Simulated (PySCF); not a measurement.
# Scalar relativity in Mg (magnesium, neutral)

[Ne] 3s2, closed-shell 1S; PBE calculated with PySCF 2.14 in dyall-av3z (20s13p6d4f, 117 functions), once non-relativistic with a point nucleus and once with spin-free X2C-1e and a Gaussian nucleus.

| shell | ε non-rel. (eV) | ε X2C (eV) | rms r non-rel. (bohr, spins averaged) | rms r X2C (bohr, spins averaged) | change of radius (%) |
| --- | --- | --- | --- | --- | --- |
| 1s | -1257.2 | -1259.2 | 0.1520 | 0.1515 | -0.28 |
| 2s | -79.553 | -79.828 | 0.7671 | 0.7652 | -0.24 |
| 2p | -46.656 | -46.603 | 0.7821 | 0.7819 | -0.03 |
| 3s | -4.699 | -4.706 | 3.419 | 3.414 | -0.14 |

The total energy goes from -199.9549 to -200.2669 hartree.

Ionisation energy, Mg [Ne] 3s2 (1S) → Mg⁺ [Ne] 3s1 (2S) (eV):

```tsv
method	non-relativistic	spin-free X2C	shift
UHF	6.605	6.615	0.010
LDA	7.721	7.732	0.011
PBE	7.613	7.624	0.011
PBE0	7.542	7.552	0.010
r2SCAN	7.370	7.380	0.010
MP2 (valence)	7.261	7.270	0.009
SCS-MP2 (valence)	7.392	7.401	0.009
CCSD (valence)	7.529	7.537	0.008
CCSD(T) (valence)	7.529	7.537	0.008
CCSDT (valence)	7.529	7.537	0.008
FCI (valence)	7.529	7.537	0.008
```

Relativity contracts and stabilises s shells directly. The contracted s shells screen the nucleus better, so for spin-averaged p shells the direct and indirect effects partly cancel.
